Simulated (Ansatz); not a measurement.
Species: C₂H₄, charge 0, triplet. This triplet is an excited state, 3.0 eV above the singlet at CCSD(T)/cc-pV5Z (Ansatz, a program for electronic structure). C2H4 (parent SMILES C=C, triplet).
B3LYP-D3(BJ)/def2-TZVP minimum from Ansatz:
```
C
H 1 1.0863
H 1 1.0863 2 116.40
C 1 1.4426 2 121.80 3 -180.00
H 4 1.0863 1 121.80 2 90.00
H 4 1.0863 5 116.40 1 180.00
```
Charge 0, spin multiplicity 3.

Hartree-Fock and CCSD correlation energies in hartree (Ansatz). UHF or UKS for unpaired electrons; spin-orbit terms are left out. Correlated methods leave the cores frozen. No relativity. The spin of C2H4 (parent SMILES C=C, triplet) was assumed, and the state is the lowest solution found for it.

| basis | X | E(HF) | E(corr, CCSD) |
|---|---|---|---|
| cc-pVTZ | 3 | -77.99439 | -0.32554 |
| cc-pVQZ | 4 | -77.99953 | -0.34128 |
| cc-pV5Z | 5 | -78.00083 | withheld |

Q: Fit E(corr) = E∞ + A/X³ to X = 3 and 4, predict X = 5, and compare with the run.

A: A = (-0.32554 - (-0.34128))/(1/27 - 1/64) = 0.7351; E∞ = -0.34128 - A/64 = -0.35277; at X = 5, E∞ + A/125 = -0.34689. The run gave -0.34612, 0.77 mEh above the prediction. The same form on X = 4 and 5 gives E∞ = -0.35120, 1.57 mEh above the first estimate.
